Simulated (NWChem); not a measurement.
Ionisation of S

```
S
```
Charge 0, spin multiplicity 3.

Everything below was run with NWChem.

Basis set: def2-TZVP. −ε marks an orbital energy of the parent.

B3LYP has NWChem's definition, with VWN1-RPA local correlation. No SCF solution was tested for a lower state. Open-shell Hartree-Fock references start from PBE0 orbitals.

Q: For the first vertical ionisation energy, −ε(beta HOMO) of PBE gives 6.07 eV and −ε(beta HOMO) of B3LYP gives 7.14 eV. What do −ε(beta HOMO) of M06-2X, −ε(beta HOMO) of TPSS, −ε(beta HOMO) of HF give?

A: −ε(beta HOMO) of M06-2X: 8.47 eV; −ε(beta HOMO) of TPSS: 6.26 eV; −ε(beta HOMO) of HF: 10.29 eV.
